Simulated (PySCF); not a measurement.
Propanamide, C₃H₇NO.
SMILES: `CCC(N)=O`

Torsions of this conformer, `[CH3:1][CH2:2][C:3]([NH2:4])=[O:5]`: C1–C2–C3–N4 171°, H–N4–C3–C2 5°, H–N4–C3–C2 175°.

The closed-shell ground state was solved at several levels (PySCF, density fitting, gas phase, non-relativistic). Geometry: PBE0-D3(BJ)/def2-TZVP, one conformer, isolated molecule.

```csv
level,basis functions,total energy (Eh),HOMO (eV),LUMO (eV),gap (eV),dipole (D)
CAM-B3LYP/aug-cc-pVTZ,391,-248.5142,-8.86,0.00,8.86,3.78
wB97X-D/pcSseg-2,278,-248.5527,-9.26,2.02,11.28,3.82
PBE0/aug-cc-pVTZ,391,-248.3405,-7.36,-0.34,7.02,3.72
KT3/pcSseg-2,278,-252.3413,-5.89,-0.61,5.28,3.58
B97-2/pcSseg-2,278,-248.5434,-7.05,0.34,7.39,3.76
wB97X-D/aug-cc-pVTZ,391,-248.5460,-9.27,0.63,9.90,3.76
```

What might PBE0/pcSseg-2 (278 basis functions) give for the same quantities?

Total energy -248.3456 Eh, HOMO -7.35 eV, LUMO 0.31 eV, gap 7.66 eV, dipole 3.77 D.

Over all these levels, which gives the widest orbital gap and which the narrowest?

wB97X-D/pcSseg-2 (range-separated hybrid) has the widest, 11.28 eV, and KT3/pcSseg-2 (GGA) the narrowest, 5.28 eV. The two share the basis. From the narrowest to the widest the HOMO moves by -3.37 eV and the LUMO by +2.63 eV.

In the pcSseg-2 basis, how does the gap go with the fixed share of exact exchange?

KT3 (0 %) 5.28 eV; B97-2 (21 %) 7.39 eV; PBE0 (25 %) 7.66 eV. Each rise in the share widens the gap here.

How far do the dipole and the HOMO energy spread over the levels?

The dipole runs from 3.58 to 3.82 D (mean 3.74 D) and the HOMO from -9.27 to -5.89 eV.

wB97X-D is run here without its empirical dispersion term; that term would change no orbital, density or response property at a fixed geometry.
